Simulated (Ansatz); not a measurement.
Geometry optimisation of CH₃FNP (`F/C=N/P`).

```yaml
crystal:
  periodic: [false, false, false]
  atoms:
    - {symbol: F, position_ang: [-0.882501, -2.315003, 0.289712]}
    - {symbol: C, position_ang: [-0.157048, -1.194094, 0.384670]}
    - {symbol: N, position_ang: [-0.447164, -0.182212, -0.310435]}
    - {symbol: P, position_ang: [0.601161, 1.231664, -0.080177]}
    - {symbol: H, position_ang: [0.666400, -1.327113, 1.124916]}
    - {symbol: H, position_ang: [0.752769, 1.528664, -1.484266]}
    - {symbol: H, position_ang: [-0.472317, 2.190093, 0.029780]}
basis:
  gaussian: {orbitals: def2-TZVP}
hamiltonian: {xc: pbe0, dispersion: d4}
relax: {f_tol: 0.005, max_steps: 150}
```

```sh
$ ansatz run in.yaml --threads 2 --pin off --events-out ev --progress --plain --max-ram 4352MiB
```

Shortened log:

```
Functional definition: PBE0
mean field -14574.02720476 eV, -535.5856211443 hartree, gradient 2.7e-5 eV, S^2 0.000000; 0 other end points of the search recorded, 0 dependent functions left out
relax step   1: F+E_penalty+E_count = -14574.12730355 eV  Δ(F+E_penalty+E_count) = +0.000e0 eV  max|allowed force component| = 7.650e-1 eV/Å  Δτ_max = 0.0000 Å  (27 SCF iters, accepted)
mean field -14574.06785602 eV, -535.5871150507 hartree, gradient 1.0e-5 eV, S^2 0.000000; 0 other end points of the search recorded, 0 dependent functions left out
relax step   2: F+E_penalty+E_count = -14574.16862921 eV  Δ(F+E_penalty+E_count) = -4.133e-2 eV  max|allowed force component| = 3.652e-1 eV/Å  Δτ_max = 0.0341 Å  (33 SCF iters, accepted)
mean field -14574.07361992 eV, -535.5873268700 hartree, gradient 9.8e-6 eV, S^2 0.000000; 0 other end points of the search recorded, 0 dependent functions left out
relax step   3: F+E_penalty+E_count = -14574.17459473 eV  Δ(F+E_penalty+E_count) = -5.966e-3 eV  max|allowed force component| = 1.622e-1 eV/Å  Δτ_max = 0.0129 Å  (33 SCF iters, accepted)
mean field -14574.07403539 eV, -535.5873421384 hartree, gradient 9.8e-6 eV, S^2 0.000000; 0 other end points of the search recorded, 0 dependent functions left out
relax step   4: F+E_penalty+E_count = -14574.17505952 eV  Δ(F+E_penalty+E_count) = -4.648e-4 eV  max|allowed force component| = 6.857e-2 eV/Å  Δτ_max = 0.0038 Å  (34 SCF iters, accepted)
mean field -14574.07417974 eV, -535.5873474432 hartree, gradient 9.7e-6 eV, S^2 0.000000; 0 other end points of the search recorded, 0 dependent functions left out
relax step   5: F+E_penalty+E_count = -14574.17514404 eV  Δ(F+E_penalty+E_count) = -8.452e-5 eV  max|allowed force component| = 5.377e-2 eV/Å  Δτ_max = 0.0050 Å  (34 SCF iters, accepted)
mean field -14574.07422649 eV, -535.5873491612 hartree, gradient 9.7e-6 eV, S^2 0.000000; 0 other end points of the search recorded, 0 dependent functions left out
relax step   6: F+E_penalty+E_count = -14574.17519956 eV  Δ(F+E_penalty+E_count) = -5.551e-5 eV  max|allowed force component| = 1.434e-2 eV/Å  Δτ_max = 0.0018 Å  (35 SCF iters, accepted)
mean field -14574.07422581 eV, -535.5873491361 hartree, gradient 9.7e-6 eV, S^2 0.000000; 0 other end points of the search recorded, 0 dependent functions left out
relax step   7: F+E_penalty+E_count = -14574.17520441 eV  Δ(F+E_penalty+E_count) = -4.850e-6 eV  max|allowed force component| = 2.757e-3 eV/Å  Δτ_max = 0.0007 Å  (35 SCF iters, accepted)
mean field -14574.07422581 eV, -535.5873491361 hartree, gradient 9.7e-6 eV, S^2 0.000000; 1 other end points of the search recorded, 0 dependent functions left out
Total energy: -14574.17523001 eV, -535.5910609721 hartree
Atom 0 at    -0.870874    -2.286492     0.286523 Å, force     0.000133     0.000797     0.000295 eV/Å
Atom 1 at    -0.152608    -1.173912     0.379049 Å, force    -0.000027    -0.002757    -0.001130 eV/Å
Atom 2 at    -0.443825    -0.177221    -0.304342 Å, force    -0.001287     0.000385     0.000056 eV/Å
Atom 3 at     0.583493     1.211897    -0.081704 Å, force     0.000628    -0.000191     0.000682 eV/Å
Atom 4 at     0.659453    -1.300993     1.101121 Å, force     0.000402     0.001466     0.000340 eV/Å
Atom 5 at     0.752884     1.498277    -1.462588 Å, force     0.000015     0.000197     0.000138 eV/Å
Atom 6 at    -0.467223     2.160443     0.036142 Å, force     0.000137     0.000103    -0.000380 eV/Å
Dipole moment:     0.242808     0.111988     0.149847 e Å
```

Hardware: 2 threads of an INTEL XEON PLATINUM 8581C on a shared host. Wall time 11 s, peak host memory 0.3 GiB.
